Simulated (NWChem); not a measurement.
**One shape, several levels: C2H4O2 (methyl formate)**

We compute a comparison of 6 runs (HF/STO-3G, HF/3-21G, HF/6-311+G**, B3LYP/6-31G*, M06-2X/pcseg-1, MP2/6-311+G**) of C2H4O2 (methyl formate). 

The calculation is run with NWChem 7.3.0.

## 1. The structure to begin with

C2H4O2 has 8 atoms, charge 0, and is taken as a singlet. SMILES: `COC=O`. The shape is that of a PBE0-D4/def2-TZVP optimisation. This is one conformer, not always the lowest.

Bond lengths: C1–O2 1.427 Å, O2–C3 1.330 Å, C3–O4 1.196 Å, C1–H5 1.091 Å, C1–H6 1.087 Å, C1–H7 1.091 Å, C3–H8 1.100 Å. Angles: C1–O2–C3 115.2°, O2–C3–O4 125.8°, O2–C1–H5 110.5°, O2–C1–H6 105.9°, O2–C1–H7 110.5°, O2–C3–H8 109.2°, O4–C3–H8 125.0°, H5–C1–H6 110.6°, H5–C1–H7 108.9°, H6–C1–H7 110.6°.

## 2. Energy and forces at HF/STO-3G (run 1)

The input, c2h4o2.nw:

```
start c2h4o2
memory 2200 mb
charge 0

geometry noautosym nocenter noautoz
C        0.012500       1.014000      -0.113700
O        0.065700      -0.091700       0.787600
C        0.016500      -1.291800       0.216700
O       -0.066200      -1.504700      -0.957200
H       -0.916500       0.996100      -0.684900
H        0.062500       1.905400       0.506600
H        0.853900       0.981700      -0.806900
H        0.064000      -2.066100       0.996100
end

basis spherical bse
* library STO-3G
end

scf
thresh 1e-08
maxiter 80
noprint "final vectors analysis"
end

task scf gradient
```

Launch:

```
nwchem c2h4o2.nw > c2h4o2.out
```

Standard output:

```text
[...]
  functions       =    24
[...]
  wavefunction    = RHF
[...]
         Total SCF energy =   -224.794652495387
      One-electron energy =   -552.890009368852
      Two-electron energy =    205.136482864457
 Nuclear repulsion energy =    122.958874009007
        Time for solution =      1.8s
[...]
                         RHF ENERGY GRADIENTS
    atom               coordinates                        gradient
                 x          y          z           x          y          z
   1 C       0.023622   1.916182  -0.214862    0.000268   0.007377   0.002623
   2 O       0.124155  -0.173288   1.488348   -0.003132  -0.048952  -0.039749
   3 C       0.031180  -2.441148   0.409504   -0.000470   0.042590  -0.011691
   4 O      -0.125100  -2.843471  -1.808846    0.003246   0.007912   0.046057
   5 H      -1.731934   1.882356  -1.294273    0.001893  -0.003821   0.002470
   6 H       0.118108   3.600684   0.957335    0.000077  -0.005038   0.001706
   7 H       1.613637   1.855144  -1.524820   -0.001630  -0.003800   0.002745
   8 H       0.120942  -3.904363   1.882356   -0.000253   0.003731  -0.004161
[...]
```

It took 2.9 s on 1 thread of Intel Xeon Platinum 8259CL at 2.50GHz (Skylake/Cascade Lake), shared host; peak memory 0.099 GiB.

## 3. Energy and forces at HF/3-21G (run 2)

The input, c2h4o2.nw:

```
echo
start c2h4o2
title "C2H4O2"
memory total 2200 mb
geometry noautosym nocenter noautoz
 C      0.012500     1.014000    -0.113700
 O      0.065700    -0.091700     0.787600
 C      0.016500    -1.291800     0.216700
 O     -0.066200    -1.504700    -0.957200
 H     -0.916500     0.996100    -0.684900
 H      0.062500     1.905400     0.506600
 H      0.853900     0.981700    -0.806900
 H      0.064000    -2.066100     0.996100
end
basis spherical bse
 * library 3-21G
end
scf
 thresh 1e-08
 maxiter 80
 print medium
end
task scf gradient
```

Launch:

```
nwchem c2h4o2.nw > c2h4o2.out
```

Standard output:

```text
[...]
  functions       =    44
[...]
  wavefunction    = RHF
[...]
         Total SCF energy =   -226.512261407525
      One-electron energy =   -553.183113763345
      Two-electron energy =    203.711978346812
 Nuclear repulsion energy =    122.958874009007
        Time for solution =      1.7s
[...]
                         RHF ENERGY GRADIENTS
    atom               coordinates                        gradient
                 x          y          z           x          y          z
   1 C       0.023622   1.916182  -0.214862    0.000578  -0.027097   0.011324
   2 O       0.124155  -0.173288   1.488348   -0.000296   0.002147  -0.004706
   3 C       0.031180  -2.441148   0.409504   -0.001349   0.032778  -0.023209
   4 O      -0.125100  -2.843471  -1.808846    0.000504  -0.002110   0.007485
   5 H      -1.731934   1.882356  -1.294273   -0.006811  -0.000918  -0.003486
   6 H       0.118108   3.600684   0.957335    0.000410   0.005957   0.005245
   7 H       1.613637   1.855144  -1.524820    0.006230  -0.001031  -0.004360
   8 H       0.120942  -3.904363   1.882356    0.000733  -0.009725   0.011708
[...]
```

Run time: 2.6 s. Hardware: 1 thread of Intel Xeon Platinum 8259CL at 2.50GHz (Skylake/Cascade Lake), shared host; peak memory 0.099 GiB.

Runs 3 to 5 aren't shown in full; the table further down has their settings and results.

## 4. Energy and forces at MP2/6-311+G(d,p) (run 6)

The input, c2h4o2.nw:

```
start c2h4o2
title "C2H4O2 gradient"
memory 2200 mb

geometry noautosym nocenter noautoz
  C      0.012500     1.014000    -0.113700
  O      0.065700    -0.091700     0.787600
  C      0.016500    -1.291800     0.216700
  O     -0.066200    -1.504700    -0.957200
  H     -0.916500     0.996100    -0.684900
  H      0.062500     1.905400     0.506600
  H      0.853900     0.981700    -0.806900
  H      0.064000    -2.066100     0.996100
end

basis "ao basis" spherical bse
  * library 6-311+G**
end

scf
  thresh 1e-08
  maxiter 80
  print low
end

mp2
  freeze core 4
  tight
end

task mp2 gradient
```

Launch:

```
nwchem c2h4o2.nw > c2h4o2.out
```

Standard output:

```text
[...]
  functions       =   112
[...]
  wavefunction    = RHF
[...]
         Total SCF energy =   -227.855131914850
      One-electron energy =   -555.043918209424
      Two-electron energy =    204.229912285566
 Nuclear repulsion energy =    122.958874009007
        Time for solution =     40.8s
[...]
          Total MP2 energy          -228.539079107602
[...]
                         mp2 ENERGY GRADIENTS
    atom               coordinates                        gradient
                 x          y          z           x          y          z
   1 C       0.023622   1.916182  -0.214862    0.000326  -0.003303   0.004850
   2 O       0.124155  -0.173288   1.488348   -0.000844  -0.006190  -0.011643
   3 C       0.031180  -2.441148   0.409504   -0.000961   0.006606  -0.014539
   4 O      -0.125100  -2.843471  -1.808846    0.001508   0.004015   0.021319
   5 H      -1.731934   1.882356  -1.294273    0.000603   0.000011   0.000193
   6 H       0.118108   3.600684   0.957335   -0.000039  -0.000068  -0.000557
   7 H       1.613637   1.855144  -1.524820   -0.000593   0.000014   0.000299
   8 H       0.120942  -3.904363   1.882356   -0.000000  -0.001086   0.000078
[...]
```

Wall time 97 s (1 thread of Intel Xeon Platinum 8259CL at 2.50GHz (Skylake/Cascade Lake), shared host); peak memory 0.45 GiB.

## 5. The series

```csv
run,level,iteration cap,module,energy (Eh),dipole moment (D),largest force (eV/Å),wall time
1,HF/STO-3G,80,scf,-224.794652,1.11,3.247,2.9 s
2,HF/3-21G,80,scf,-226.512261,1.73,2.066,2.6 s
3,HF/6-311+G**,80,scf,-227.855132,2.02,1.837,53 s
4,B3LYP/6-31G* (spherical functions),100,dft,-229.058441,1.83,1.077,38 s
5,M06-2X/pcseg-1,100,dft,-228.927770,1.89,0.296,65 s
6,MP2/6-311+G**,80,mp2,-228.539079,1.79,1.118,97 s
```

## 6. Results

| quantity | value |
| --- | --- |
| run 6: total energy | -228.53908 Eh |
| run 6: dipole moment (of the density that the program reports) | 1.79 D |
| run 6: correlation energy (4 core orbitals frozen) | -683.9 mEh |
| run 6: largest force on an atom | 1.118 eV/Å |

What this shows: The dipole moment (its size) runs from 1.11 D (HF/STO-3G) to 2.02 D (HF/6-311+G**). Over runs 2, 3, 4, 5 the HOMO–LUMO gap runs from 7.98 eV (B3LYP/6-31G*) to 17.41 eV (HF/3-21G). The two ends differ in method and basis. Totals of different functionals can't be ranked against each other. In run 1 the basis is minimal, so the values are rough. All runs together took 4.3 min, the longest 97 s.
